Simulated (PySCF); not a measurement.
A side-by-side comparison of computed properties.

First species: C₇H₇FO.
InChI=1S/C7H7FO/c1-9-7-3-2-5(7)4-6(7)8/h2-5H,1H3/t5-,7+/m1/s1

Second species: pyranone, C5H4O2.
Atom-mapped SMILES: `[O:1]=[c:2]1[cH:3][cH:4][o:5][cH:6][cH:7]1` (hydrogens: H8 on C3; H9 on C4; H10 on C6; H11 on C7)

Levels: PBE0/def2-SVPD for dipole moment, HOMO energy, LUMO energy, HOMO–LUMO gap, static isotropic polarisability and electronic spatial extent ⟨r²⟩ about the centre of nuclear charge; TDDFT PBE0/def2-SVPD for lowest singlet excitation; TDA PBE0/def2-SVPD for lowest triplet excitation (Tamm–Dancoff); ΔSCF PBE0/def2-SVPD for vertical ionisation energy; PBE0-D3(BJ)/def2-SVP for rotational constant A and rotational constant C. Geometries: PBE0-D3(BJ)/def2-SVP. Each species is one conformer at its optimised geometry, gas phase, non-relativistic unless stated. Electronic properties by PySCF.

The conformers computed, where there is a choice (atom-mapped SMILES and torsion angles):
- `[CH3:1][O:2][C@@:3]12[CH:4]=[CH:5][C@@H:6]1[CH:7]=[C:8]2[F:9]`: C1–O2–C3–C4 77°

(1) Which has the higher rotational constant C?

(2) Which of the two has the higher static isotropic polarisability, and by how much?

(3) Which of the two has the higher dipole moment, and by how much?

(4) Which has the higher HOMO–LUMO gap?

(5) Which has the higher S1 energy?

(6) Which of the two has the higher ⟨r²⟩, and by how much?

(7) Which of the two has the higher T1 energy, and by how much?

(8) Which has the higher HOMO energy?

## Answers

(1) The second: 1.862 GHz against 1.263 GHz, a difference of 0.599 GHz.

(2) The first: 79.0 au against 63.2 au, a difference of 15.8 au.

(3) The second: 4.16 D against 1.16 D, a difference of 3.00 D.

(4) The first: 6.36 eV against 5.93 eV, a difference of 0.43 eV.

(5) The first: 5.24 eV against 4.03 eV, a difference of 1.21 eV.

(6) The first: 1012 bohr² against 620 bohr², a difference of 392 bohr².

(7) The first: 3.73 eV against 3.57 eV, a difference of 0.16 eV.

(8) The first: -7.11 eV against -7.26 eV, a difference of 0.15 eV.

On the first: The polarisability is 11.71 Å³ as a volume (1 au = 0.148185 Å³), or 1.20 au for each of the 66 electrons. The ΔSCF ionisation energy exceeds −ε(HOMO) by 1.90 eV with PBE0.

On the second: The polarisability is 9.37 Å³ as a volume (1 au = 0.148185 Å³), or 1.26 au for each of the 50 electrons. The ΔSCF ionisation energy exceeds −ε(HOMO) by 1.97 eV with PBE0.
